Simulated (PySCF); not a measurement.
methanethiol (CH₄S), SMILES CS.

Geometry optimised at B3LYP-D3(BJ)/def2-TZVP.

Two levels are set side by side: TDDFT-PBE/def2-TZVPD (PySCF) and ADC(2)/aug-cc-pVDZ (PySCF). Vertical, same geometry; the bases differ. Differences are taken from unrounded values.

```csv
quantity,ADC(2)
lowest singlet excitation (eV),5.43
```

**Question.** What does TDDFT-PBE give, and how far is it from ADC(2)? (Estimate from the structure and the level; the computed values follow.)

**Answer.** 
| quantity | TDDFT-PBE | TDDFT-PBE minus ADC(2) |
|---|---|---|
| lowest singlet excitation (eV) | 4.92 | -0.51 |

Functionals without exact exchange tend to place singlet excitations lower, as here. Differences between two approximate levels are no errors against the true value.

Rough cost on one machine, each run with all the roots and properties that it gave: ADC(2) against TDDFT-PBE about 3 times.
